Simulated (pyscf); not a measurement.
Single points on ωB97X-D3(BJ)/def2-SVP structures (PySCF, gas phase).

### Question
Estimate the classical barrier height and the reaction energy of H₃C–CH(Cl)–Cl + H atom (H•) -> chloroethane (H₃C–CH₂–Cl) + Cl atom (Cl•) at M06-2X/def2-TZVP. The step runs on the doublet surface, breaks C–Cl and forms C–H; take the separated reactants as zero.

### Answer
ΔE‡ = 122.0 kJ/mol, ΔE = -89.5 kJ/mol. ωB97M-D3(BJ)/def2-TZVP gives 124.7 kJ/mol and -93.9 kJ/mol. Zero-point energy shifts the barrier by +5.1 kJ/mol. It is a substitution at C, with an imaginary mode of 1548i cm⁻¹. On the product side the descent ends in what is likely a three-electron adduct, which functionals tend to overbind, 30.0 kJ/mol under the separated species and 249.2 kJ/mol under the saddle at ωB97X-D3(BJ)/def2-TZVP. The same reactants have a lower exit, to H₃C–CH•–Cl + HCl (barrier +41.8 kJ/mol at ωB97M-D3(BJ)/def2-TZVP, against +124.7 kJ/mol here). One saddle was located; it need not be the lowest between these sides. The angle at the attacked C is 157°. Left out: the spin-orbit lowering of Cl.
